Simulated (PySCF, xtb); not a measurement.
Bonds broken one at a time in the series SiH2(OH)-X. All species are isolated molecules in the gas phase. One relaxed conformer stands for each flexible species; it need not be the lowest. Strings in code marks are SMILES.

Quantity: homolytic bond dissociation enthalpy at 298 K (no spin–orbit term), in kJ/mol. Enthalpy corrections at 298 K come from GFN2-xTB frequencies (xtb).

Level 1: PBE0-D4/def2-TZVP (PySCF)
Level 2: B3LYP/6-31G* // PBE0-D4/def2-TZVP (PySCF)
Level 3: BP86/6-31G* // PBE0-D4/def2-TZVP (PySCF)
Level 4: PBE/6-31G* // PBE0-D4/def2-TZVP (PySCF)

| species | level 2 | level 3 | level 4 |
|---|---|---|---|
| C–O bond of `O=C(O)[SiH2]O`, giving `O=[C][SiH2]O` (O–C–Si–O torsion 145°, C–Si–O–H torsion 45°) and `[OH]` | 433.8 | 455.9 | 466.4 |
| C–Si bond of `C[SiH2]O` (C–Si–O–H torsion 70°), giving `O[SiH2]` and `[CH3]` | 369.9 | 372.5 | 379.9 |
| C–Si bond of `CC[SiH2]O` (C–C–Si–O torsion -58°, C–Si–O–H torsion -73°), giving `O[SiH2]` and `[CH2]C` | 345.1 | 346.3 | 354.2 |
| O–Si bond of `O[SiH2]Br` (H–O–Si–Br torsion 59°), giving `[OH]` and `[SiH2]Br` | 491.9 | 498.4 | 502.9 |
| Si–Si bond of `O[SiH2][SiH3]` (H–O–Si–Si torsion 59°), giving `O[SiH2]` and `[SiH3]` | 308.9 | 310.1 | 316.2 |
| O–Si bond of `O[SiH3]`, giving `[OH]` and `[SiH3]` | 478.8 | 484.6 | 487.8 |
| C–Si bond of `O=C[SiH2]O` (O–C–Si–O torsion 0°, C–Si–O–H torsion 0°), giving `O[SiH2]` and `[CH]=O` | 303.2 | 303.5 | 309.6 |
| Si–O bond of `C[SiH2]O` (C–Si–O–H torsion 70°), giving `C[SiH2]` and `[OH]` | 490.0 | 495.1 | 499.0 |

**Question.** What does level 1 give for each?

**Answer.** 
- C–O bond of `O=C(O)[SiH2]O`, giving `O=[C][SiH2]O` (O–C–Si–O torsion 145°, C–Si–O–H torsion 45°) and `[OH]`: 434.5
- C–Si bond of `C[SiH2]O` (C–Si–O–H torsion 70°), giving `O[SiH2]` and `[CH3]`: 377.1
- C–Si bond of `CC[SiH2]O` (C–C–Si–O torsion -58°, C–Si–O–H torsion -73°), giving `O[SiH2]` and `[CH2]C`: 355.5
- O–Si bond of `O[SiH2]Br` (H–O–Si–Br torsion 59°), giving `[OH]` and `[SiH2]Br`: 509.1
- Si–Si bond of `O[SiH2][SiH3]` (H–O–Si–Si torsion 59°), giving `O[SiH2]` and `[SiH3]`: 316.4
- O–Si bond of `O[SiH3]`, giving `[OH]` and `[SiH3]`: 495.6
- C–Si bond of `O=C[SiH2]O` (O–C–Si–O torsion 0°, C–Si–O–H torsion 0°), giving `O[SiH2]` and `[CH]=O`: 303.5
- Si–O bond of `C[SiH2]O` (C–Si–O–H torsion 70°), giving `C[SiH2]` and `[OH]`: 506.4
